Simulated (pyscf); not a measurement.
Structures and frequencies: ωB97X-D3(BJ)/def2-SVP in PySCF.

SMILES: [CH2]([Zn][F])C
```xyz
9

C     -0.9357    -0.8128     1.0173
C     -1.4528    -0.5786    -0.4087
Zn    -0.5122     0.8055    -1.3753
F      0.3454     2.0569    -2.2475
H     -1.0172     0.0934     1.6399
H     -1.5030    -1.6084     1.5306
H      0.1242    -1.1163     1.0266
H     -1.3854    -1.5105    -0.9968
H     -2.5248    -0.3156    -0.3880
```

Q: How much does it cost (ΔH, 298 K, ωB97M-D3(BJ)/def2-TZVP) to split H₃C–CH₂–Zn–F at its F–Zn bond into [H₃C–CH₂–Zn]• + F•?

A: F–Zn to [H₃C–CH₂–Zn]• + F•: 5.43 eV. The 7 functionals that were run give +5.29 (PBE0-D3(BJ)) to +5.55 eV (PBE). The radicals are drawn with the spin at the cut bond; how far it spreads was not checked. Other isomers of [H₃C–CH₂–Zn]• were not searched in full and may lie lower. Left out: the spin-orbit lowering of F. Elements up to Kr have no core potential and no relativistic terms here.
